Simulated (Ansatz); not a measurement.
**NO2 (nitrogen dioxide) at UCCSD(T)/STO-3G**

Aim: the vertical doublet–quartet gap of NO2 (nitrogen dioxide) at UCCSD(T)/STO-3G, from 2 runs. 

The results are computed with Ansatz 0.2.0.

**1. Starting point**

NO2 has 3 atoms, charge 0, and is taken as a doublet. SMILES: `[O]N=O`. Geometry: relaxed at PBE0-D4/def2-TZVP.

Bond lengths: O1–N2 1.183 Å, N2–O3 1.183 Å. Angles: O1–N2–O3 134.8°.

**2. A single-point energy at UCCSD(T)/STO-3G**

File input.yaml:

```yaml
crystal:
  periodic: [false, false, false]
  atoms:
    - {symbol: O, position_ang: [0.209760, -1.082190, 0.000620]}
    - {symbol: "N", position_ang: [-0.265470, -0.009110, -0.145890]}
    - {symbol: O, position_ang: [0.055690, 1.091300, 0.145270]}
basis:
  gaussian: {orbitals: STO-3G}
accuracy: high
magnetization: {spin_polarized: true, initial_magnetization: 1}
correlation: {method: ccsd_t, frozen_orbitals: {"N": 1, O: 1}}
scf: {omitted_lower_state_checks: [cluster_reference, increment]}
```

On the command line:

```
$ ansatz run input.yaml --threads 1 --pin off --max-ram 3480MiB --events-out events.jsonl --progress --plain --runs-dir runs
```

Output, cut to the lines that bear on the results:

```text
Warning: RAYON_NUM_THREADS=1 ignored (pool sized by the plan → 1); use --threads N
Functional definition: HF
  name "HF"
[...]
252 factors; integrals over basis functions are off by at most 4.3e-8 eV
[...]
mean field -5477.07198454 eV, -201.2786829391 hartree, gradient 1.3e-8 eV, S^2 1.184537; 13 other end points of the search recorded, 0 dependent functions left out
3 core orbitals not correlated: weight in the atoms' cores, before any rotation towards them, 1.000 or more for the frozen orbitals, at most 0.000 for the correlated occupied ones
reference -5477.07198454 eV, -201.2786829391 hartree; 9, 8 occupied and 3, 4 virtual orbitals, 252 factors
second order -3.70465183 eV of doubles, -0.00000000 eV of singles
cycle   1  -4.04646538 eV  change   -3.4e-1 eV  update   1.1e-1
[...]
cycle  32  -5.05479801 eV  change   -1.2e-9 eV  update  2.5e-10
perturbative correction -0.31439659 eV, -0.0115538615 hartree
Total energy: -5482.44117913 eV, -201.4759972010 hartree
Checks for a lower state left out: cluster_reference, increment
```

Run time: 0.69 s. Hardware: 1 thread of Arm Neoverse V1, shared host.

**3. The quartet, same level**

File molecule.yaml:

```yaml
crystal:
  periodic: [false, false, false]
  atoms:
    - symbol: O
      position_ang: [0.209760, -1.082190, 0.000620]
    - symbol: "N"
      position_ang: [-0.265470, -0.009110, -0.145890]
    - symbol: O
      position_ang: [0.055690, 1.091300, 0.145270]
basis:
  gaussian:
    orbitals: STO-3G
magnetization:
  spin_polarized: true
  initial_magnetization: 3
correlation:
  method: ccsd_t
  frozen_orbitals: {"N": 1, O: 1}
accuracy: high
scf:
  omitted_lower_state_checks: [cluster_reference, increment]
```

On the command line:

```
$ ansatz run molecule.yaml --threads 1 --pin off --max-ram 3480MiB --events-out events.jsonl --progress --plain --runs-dir runs
```

Output, cut to the lines that bear on the results:

```text
Warning: RAYON_NUM_THREADS=1 ignored (pool sized by the plan → 1); use --threads N
[... 2 set-up lines as earlier in the session ...]
[...]
252 factors; integrals over basis functions are off by at most 4.3e-8 eV
[...]
mean field -5475.40103903 eV, -201.2172768243 hartree, gradient 1.6e-8 eV, S^2 3.759661; 4 other end points of the search recorded, 0 dependent functions left out
3 core orbitals not correlated: weight in the atoms' cores, before any rotation towards them, 1.000 or more for the frozen orbitals, at most 0.000 for the correlated occupied ones
reference -5475.40103903 eV, -201.2172768243 hartree; 10, 7 occupied and 2, 5 virtual orbitals, 252 factors
second order -2.13245415 eV of doubles, -0.00000000 eV of singles
cycle   1  -2.53484998 eV  change   -4.0e-1 eV  update   6.8e-2
[...]
cycle  23  -2.93985821 eV  change   7.1e-10 eV  update   1.1e-9
perturbative correction -0.04705585 eV, -0.0017292707 hartree
Total energy: -5478.38795310 eV, -201.3270438917 hartree
Checks for a lower state left out: cluster_reference, increment
```

Wall time 0.45 s (1 thread of Arm Neoverse V1, shared host).

**4. What came out**

At UCCSD(T)/STO-3G, 3 core orbitals frozen:

| quantity | value |
| --- | --- |
| doublet: total energy | -201.47600 Eh |
| doublet: correlation energy (3 core orbitals frozen) | -197.3 mEh |
| doublet: (T) correction | -11.55 mEh |
| doublet: ⟨S²⟩ of the reference determinant | 1.185 |
| doublet: T1 diagnostic | 0.075 |
| quartet: total energy | -201.32704 Eh |
| quartet: correlation energy (3 core orbitals frozen) | -109.8 mEh |
| quartet: (T) correction | -1.73 mEh |
| quartet: ⟨S²⟩ of the reference determinant | 3.760 |
| quartet: T1 diagnostic | 0.026 |
| vertical energy of the quartet above the doublet | 4.053 eV |

What this shows: At this shape the quartet lies 4.05 eV (93 kcal/mol) above the doublet. In a minimal basis such a difference can be off by several eV, whatever the method. ⟨S²⟩ (doublet) is 1.18 where a pure doublet has 0.75: the reference is spin-contaminated. The T1 diagnostic (doublet) of 0.075 is above the customary mark for such species, so a single reference may not serve. The triples (doublet) make up 5.9 % of the correlation energy. The triples (quartet) make up 1.6 % of the correlation energy.
